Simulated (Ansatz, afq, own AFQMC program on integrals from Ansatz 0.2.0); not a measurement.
Two steps: Ansatz 0.2.0 writes the Fock matrix and Cholesky factors of the valence space, and afq projects on them the lowest state that overlaps trial and start.

```yaml
crystal:
  periodic: [false, false, false]
  atoms:
    - {symbol: C, position_ang: [0.000000, 0.000000, 0.000000]}
    - {symbol: Na, position_ang: [0.000000, 0.000000, 4.205000]}
basis:
  gaussian: {orbitals: cc-pVDZ}
magnetization: {spin_polarized: true, initial_magnetization: 3}
correlation: {method: ccsd_t, electrons: outside_noble_gas, hamiltonian_folder: ham}
```

```sh
$ ansatz run in.yaml --threads 1 --pin off --events-out ev --progress --plain --max-ram 16896MiB --backend cuda --devices 0, --max-vram 18GiB
```

afq runs on the folder ham with

```
--method phaseless --trial cid --walkers 160 --populations 1 --least-time 40 --time-step 0.04 --steps-per-block 10 --equilibration-blocks 15 --max-blocks 50 --target-error 0.00108 --factor-cut 1e-06 --start spin_pure --seed 8469 --taylor-order 4
```

Times are imaginary, in 1/Eh. The walk had a cap of 60 s.

```
orbitals 26  electrons 4 1  factors 179 of 300
reference energy -199.54065276 Eh
CCSD correlation -0.07590527 Eh in 15 cycles, weight of the determinant in the CISD state 0.9239
energy of the start -199.617226 Eh
 block  time / (1/Eh)  mean weight  energy / Eh
     1     0.400  0.9959  -199.616371
     2     0.800  1.0045  -199.616497
     3     1.200  0.9912  -199.616767
     4     1.600  1.0019  -199.617286
     5     2.000  1.0033  -199.617275
    11     4.400  0.9981  -199.616918
    17     6.800  0.9967  -199.618386
    21     8.400  0.9980  -199.616517
    23     9.200  0.9905  -199.618889
    29    11.600  1.0031  -199.618569
    35    14.000  0.9990  -199.622663
    41    16.400  1.0057  -199.617432
    47    18.800  1.0035  -199.620491
    53    21.200  0.9953  -199.621240
    59    23.600  0.9869  -199.620632
    61    24.400  1.0024  -199.627147
    65    26.000  1.0066  -199.618997
blocks merged  error / Eh  count
     1  0.000339  50
     2  0.000433  25
     4  0.000559  12
energy -199.620163 +/- 0.000433 Eh
(rows thinned)
```

Question: Estimate how long the walk took on 1 × NVIDIA H100 80GB HBM3 with 2 threads of AMD EPYC 7R13 Processor (Zen 3), with other jobs on the host (the card was shared).

Answer: 4.2 s of wall time.

The run failed at least one of its tests; the cautions name the faults. The second half of the sampling lies below the first by 3.4 errors of their difference, so the energy may still be moving and its error bar be too small.

Against this walk (error 11.8 meV) on the same determinant: CCSD(T) 67.7 meV higher, CCSDT(Q) 54.6 meV higher, CCSDTQ 54.2 meV higher, full CI 54.2 meV higher, a separate phaseless walk with a CISD trial and standard settings 66.5 ± 11.8 meV higher. The error is statistical and leaves out the bias of the constraint. The walk lies 54 meV below full CI: a phaseless energy isn't variational.

Cautions: constraint bias not in the error; error not settled; halves of the run differ; lower spins were not checked; strong correlation (T1 0.053, weight of the determinant 0.92, largest double 0.07); the sampling time fell short of the least asked; the time-step error isn't removed.

CCSDT and higher add their correlation energy to the determinant of the CCSD(T) run, since their own runs factorise the integrals more tightly (a shift of under 2 meV). A walk keeps the symmetry of its determinant, which the program's search chose and which needn't be the lowest solution, so a lower state of the same spin and another symmetry isn't excluded.
